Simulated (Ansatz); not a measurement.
Volume per atom (Å³/atom) of solids drawn from the class of elemental solids other than molecular ones, at two levels: PBEsol (PAW; Ansatz, an electronic-structure program), and r²SCAN in Ansatz (plane waves, PAW).

```csv
solid,PBEsol,r²SCAN,shift (%)
hcp Re,14.55,14.70,+1.0
body-centred tetragonal In,25.55,26.26,+2.8
hcp Tl,28.61,30.14,+5.3
hcp Y,31.33,33.48,+6.9
hcp Co,10.37,10.64,+2.6
α-phase Ga,19.06,19.19,+0.7
hcp Hf,21.61,22.35,+3.4
white tin (β-Sn),26.88,27.59,+2.6
hcp Lu,27.48,29.01,+5.6
hcp Sc,23.65,24.92,+5.4
```

The shifts run from +0.7 % to +6.9 %, with a median of +3.1 %.

Over all 10 rows r²SCAN is the larger in 10.

Ansatz's runs of these crystals have no spin polarisation, but for hcp Co. Meta-GGA and hybrid levels favour moments, which can bear on hcp Y, hcp Co, hcp Sc.

Density-functional runs with spin start from parallel moments for hcp Co.

Spin–orbit coupling is left out, also for the solids with elements from indium on (hcp Re, body-centred tetragonal In, hcp Tl, hcp Hf, white tin (β-Sn), hcp Lu); its size isn't shown.

Ansatz's density-functional and Hartree–Fock values are scalar-relativistic unless marked +SOC, with PAW data made under PBE.
